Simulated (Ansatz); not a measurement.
Input file:

```yaml
crystal:
  periodic: [false, false, false]
  atoms:
    - {symbol: Si, position_ang: [0.000000, 0.029417, 1.651888]}
    - {symbol: N, position_ang: [0.000000, 0.044475, 0.058599]}
    - {symbol: Si, position_ang: [0.000000, -0.093113, -1.594364]}
    - {symbol: H, position_ang: [0.000000, 1.156800, -2.417164]}
basis:
  gaussian: {orbitals: cc-pVDZ}
magnetization: {spin_polarized: true, initial_magnetization: 0}
correlation: {method: ccsd, electrons: outside_noble_gas, diis_vectors: 2}
```

```sh
$ ansatz run in.yaml --threads 1 --pin off --events-out ev --progress --plain --max-ram 2393MiB
```

(1) Roughly how long does this take on 1 thread of Arm Neoverse N1, shared host, and how much host memory?

```
548 factors; integrals over basis functions are off by at most 1.3e-3 eV
mean field evaluation 1: about -17216.5796 eV, gradient 2.8e1 eV
mean field evaluation 2: about -17216.5846 eV, gradient 2.8e1 eV
mean field evaluation 4: about -17220.2629 eV, gradient 2.1e0 eV
mean field evaluation 8: about -17220.3095 eV, gradient 4.9e-4 eV
mean field evaluation 16: about -17220.4484 eV, gradient 3.2e-2 eV
mean field evaluation 32: about -17220.3095 eV, gradient 1.7e-3 eV
mean field evaluation 64: about -17219.4385 eV, gradient 9.3e-6 eV
mean field evaluation 96: about -17220.4400 eV, gradient 4.4e-1 eV
mean field evaluation 128: about -17215.5062 eV, gradient 1.6e-3 eV
mean field evaluation 160: about -17219.8387 eV, gradient 1.7e0 eV
...
mean field -17220.44862436 eV, -632.8398145060 hartree, gradient 2.4e-6 eV, S^2 0.485949; 15 other end points of the search recorded, 0 dependent functions left out
determinant -17220.44862436 eV, -632.8398145060 hartree, with singles and doubles -17229.75074869 eV, -633.1816612699 hartree
determinant -17219.43849351 eV, -632.8026928820 hartree, with singles and doubles -17228.64815069 eV, -633.1411415408 hartree
determinant -17217.73761514 eV, -632.7401867547 hartree, with singles and doubles -17227.30192785 eV, -633.0916687638 hartree
determinant -17217.24771880 eV, -632.7221833962 hartree, with singles and doubles -17225.01548841 eV, -633.0076436644 hartree
determinant -17217.06336457 eV, -632.7154085034 hartree, with singles and doubles -17226.41664514 eV, -633.0591352244 hartree
determinant -17216.82789700 eV, -632.7067552298 hartree, with singles and doubles -17225.14339323 eV, -633.0123440796 hartree
determinant -17220.30954242 eV, -632.8347033390 hartree, with singles and doubles -17229.86099475 eV, -633.1857127379 hartree
11 core orbitals not correlated: weight in the atoms' cores, before any rotation towards them, 1.000 or more for the frozen orbitals, at most 0.000 for the correlated occupied ones
reference -17220.44862436 eV, -632.8398145060 hartree; 7, 7 occupied and 37, 37 virtual orbitals, 548 factors
second order -8.50559485 eV of doubles, -0.00000000 eV of singles
...
cycle  15  -9.39045343 eV  change    1.6e-4 eV  update   1.4e-4
cycle  16  -9.39034085 eV  change    1.1e-4 eV  update   9.3e-5
cycle  17  -9.39029989 eV  change    4.1e-5 eV  update   7.3e-5
cycle  18  -9.39029966 eV  change    2.4e-7 eV  update   5.7e-5
cycle  19  -9.39037120 eV  change   -7.2e-5 eV  update   5.2e-5
cycle  20  -9.39040457 eV  change   -3.3e-5 eV  update   4.1e-5
cycle  21  -9.39047014 eV  change   -6.6e-5 eV  update   3.3e-5
cycle  22  -9.39051737 eV  change   -4.7e-5 eV  update   2.6e-5
cycle  23  -9.39059138 eV  change   -7.4e-5 eV  update   2.0e-5
cycle  24  -9.39060448 eV  change   -1.3e-5 eV  update   1.3e-5
WARN: the results are in doubt because among natural orbitals full CI differs from the method by -0.102 eV
Total energy: -17229.83922884 eV, -633.1849128555 hartree
In doubt: among natural orbitals full CI differs from the method by -0.102 eV
```

The T1 diagnostic is 0.076.

Results:

(1) 21 s wall and 0.15 GiB.
